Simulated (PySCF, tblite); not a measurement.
Isomers of C3H5Cl2 (doublet state), one GFN2-xTB conformer each. Single-point energies are computed at B3LYP/pcH-1 (PySCF, gas phase, no added dispersion term), electronic only. GFN2-xTB treats the open shell by occupation alone, and not every SCF solution was tested for stability.

Task: Rank them by B3LYP/pcH-1 energy, lowest first (kcal/mol).
A. `[CH3:1][C:2]([Cl:3])[CH2:4][Cl:5]` (doublet state) with C1–C2–C4–Cl5 -77°
B. `[CH2:1][C@@H:2]([Cl:3])[CH2:4][Cl:5]` (doublet state) with H–C1–C2–Cl3 -88° and 82°, C1–C2–C4–Cl5 70°
C. `[CH2:1][CH2:2][CH:3]([Cl:4])[Cl:5]` (doublet state) with H–C1–C2–C3 56° and -119°, C1–C2–C3–Cl4 -175°

Result: A (0.0), B (7.9), C (13.7).

GFN2-xTB itself gives, in the same order: 0.0, 14.7, 19.3. Both levels put the same isomer lowest; measured from each level's own lowest isomer, the values differ by up to 6.8 kcal/mol ([CH2][C@@H](Cl)CCl: 14.7 against 7.9).

Task: What happens when harmonic zero-point energies from GFN2-xTB frequencies are added?

Result: 
| SMILES | ZPE (kcal/mol) | electronic (kcal/mol) | with ZPE (kcal/mol) |
| --- | --- | --- | --- |
| C[C](Cl)CCl | 43.8 | 0.0 | 0.0 |
| [CH2][C@@H](Cl)CCl | 43.3 | 7.9 | 7.3 |
| [CH2]CC(Cl)Cl | 42.8 | 13.7 | 12.6 |

The zero-point energies span 1.0 kcal/mol. The order is unchanged.
